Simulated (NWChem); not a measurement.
System: difluoromethane (CH2F2); SMILES FCF

NWChem input:

```
start job
memory heap 200 mb stack 900 mb global 1100 mb
geometry units angstroms noautosym nocenter noautoz
  F      1.095795     0.000000    -0.289454
  C      0.000000     0.000000     0.488708
  F     -1.095795     0.000000    -0.289454
  H      0.000000     0.913695     1.109296
  H      0.000000    -0.913695     1.109296
end
basis spherical
  * library 6-31g*
end
dft
  xc b3lyp
  iterations 150
end
property
  shielding 3 1 2 4
end
task dft property
```

Structure relaxed at the PBE0/def2-SVP level.

GIAO values for the isolated, static molecule; σ is the absolute isotropic shielding, δ = σ(reference) − σ with the isolated reference molecule computed at the same levels (13C: tetramethylsilane, 19F: trichlorofluoromethane, 1H: tetramethylsilane).

Atoms are numbered as in the input.

Q: Give the results of this calculation. (B3LYP/6-31G* (spherical d), GIAO.) Quantities: δ F1 (ppm); δ C2 (ppm); δ H4 (ppm).

A: 
```yaml
"δ F1 (ppm)": -144.7
"δ C2 (ppm)": 104.6
"δ H4 (ppm)": 5.75
```
